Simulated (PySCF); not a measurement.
# How the method changes the constants of LiP⁻

State: ⁴Σ⁻ (quartet), unpaired electrons σ ↑, π ↑↑. Set-up: basis Li aug-cc-pVDZ-DK, P aug-cc-pVDZ-DK; spin-free X2C with a Gaussian nucleus; PySCF 2.14. De refers to Li + P⁻ in their high-spin ground configurations, without counterpoise correction. The functionals are run spin-unrestricted. A positive dipole points towards P; it is taken about the centre of mass and depends on that origin.

```tsv
Level	Re (Å)	ωe (cm⁻¹)	De (eV)	μ (D)
UHF-MP2	2.453	368	n/a	n/a
UHF-SCS-MP2	2.452	362	n/a	n/a
UHF-CCSD	2.454	362	n/a	n/a
UHF-CCSD(T)	2.459	358	n/a	n/a
LDA	2.415	396	1.77	8.52
PBE	2.465	377	1.65	8.40
r²SCAN	2.474	374	1.65	8.55
PBE0	2.452	389	1.66	8.36
r²SCAN0	2.461	383	1.66	8.33
HSE06	2.453	387	1.67	8.34
MN15	2.444	389	1.78	7.30
```

What does a quarter of exact exchange do here, going from PBE to PBE0?

PBE0 less PBE: -1.3 pm in Re, +3.2 % in ωe, +0.01 eV in De. Exact exchange removes part of the self-interaction that spreads semilocal densities, and in most molecules shortens and stiffens the bond and lowers De; so it does here.

What does the step from GGA to meta-GGA do here, going from PBE to r²SCAN?

r²SCAN less PBE: +0.9 pm in Re, -0.8 % in ωe, +0.00 eV in De. 

What does a quarter of exact exchange do here, going from r²SCAN to r²SCAN0?

r²SCAN0 less r²SCAN: -1.3 pm in Re, +2.4 % in ωe, +0.01 eV in De. Exact exchange removes part of the self-interaction that spreads semilocal densities, and in most molecules shortens and stiffens the bond and lowers De; so it does here.

Correlated steps freeze 5 core orbitals. For an ion De counts to the pair picked by the measured ionisation energies or electron affinities, which need not be the lowest pair at this level. Counting both spins, an empty level lies below a filled one in some of these solutions, because spin and occupation are held. The highest Kohn–Sham level is positive in this anion. Much of that is self-interaction error, but it also means that the finite basis helps to hold the extra electron. The state was picked by a PBE0 search and need not be the measured ground state.

The whole job (state search and all levels along the bond) took about 2.1 min on 1 thread of Arm Neoverse V2 (shared host), peak memory 0.64 GiB.
